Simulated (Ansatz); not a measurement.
Results of G0W0@PBEsol (Ansatz, a first-principles code, plane waves, hard PAW, contour deformation, complete-basis limit) for CaB6-type CaB6.

Numerical settings: largest k mesh 8×8×8 (not extrapolated in the mesh).

Cell (measured lattice):

```cif
data_B6Ca
_chemical_formula_sum 'Ca1 B6'
_space_group_name_H-M_alt 'Pm-3m'
_space_group_IT_number 221
_space_group_name_Hall '-P 4 2 3'
_cell_length_a 4.14500
_cell_length_b 4.14500
_cell_length_c 4.14500
_cell_angle_alpha 90.000
_cell_angle_beta 90.000
_cell_angle_gamma 90.000
loop_
_atom_site_label
_atom_site_type_symbol
_atom_site_symmetry_multiplicity
_atom_site_Wyckoff_symbol
_atom_site_fract_x
_atom_site_fract_y
_atom_site_fract_z
_atom_site_occupancy
Ca1 Ca 1 a 0.00000 0.00000 0.00000 1
B1 B 6 f 0.21170 0.50000 0.50000 1
```

Estimate the band gap that the calculation returns.


band gap: 1.49 eV (direct)

Measured, for comparison: band gap 1 eV (temperature not stated, no zero-point or thermal correction; as tabulated in Wu et al. (2004), arXiv:cond-mat/0401246). Computed (rounded) less measured: band gap +0.49 eV.

Note: the boron position of this cell differs from later refinements; cell and atoms aren't relaxed at this level; the gap holds a correction of +0.13 eV to the complete basis.

Computed values are for the static lattice.

Cost on a shared machine: very roughly 2.6 core-hours.
